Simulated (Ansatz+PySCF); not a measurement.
# doublet C₃H₅: levels of theory in one basis

```yaml
atoms:
  - { symbol: H, position_ang: [-0.0056, -1.2486, -1.2881] }
  - { symbol: C, position_ang: [-0.0012, -0.1742, -1.2256] }
  - { symbol: C, position_ang: [0.0008, 0.4644, 0.0053] }
  - { symbol: C, position_ang: [0.0004, -0.1551, 1.2312] }
  - { symbol: H, position_ang: [-0.0025, 0.3902, 2.1458] }
  - { symbol: H, position_ang: [-0.0008, 0.3929, -2.1644] }
  - { symbol: H, position_ang: [0.0051, 1.5640, -0.0081] }
  - { symbol: H, position_ang: [0.0088, -1.2474, 1.3010] }
```

Basis set: cc-pVTZ (spherical functions). Correlated methods keep 3 orbitals frozen. Correlation on ROHF uses semicanonical orbitals with singles. Charge 0, multiplicity 2.

Computed with Ansatz (development build ahead of 0.2.0); each method stands on the lowest determinant of its kind that the runs found.

```
      method  E − E(ROHF) (eV)  <S²> of the determinant
        ROHF              0.00                     0.75
         UHF             -0.64                     0.95
    ROHF-MP2            -13.33                        –
ROHF-CCSD(T)            -14.83                        –
```

Question: What does UHF-MP2 give on the same scale?

Answer: -13.07 eV.

Caution for ROHF, ROHF-MP2, ROHF-CCSD(T): an unrestricted determinant lies well below. Caution for UHF, UHF-MP2: the unrestricted determinant is spin contaminated. Caution for ROHF-MP2, UHF-MP2: forces differ strongly between restricted and unrestricted references. Caution for ROHF-MP2: MP2 forces lie far from those of the mean fields.
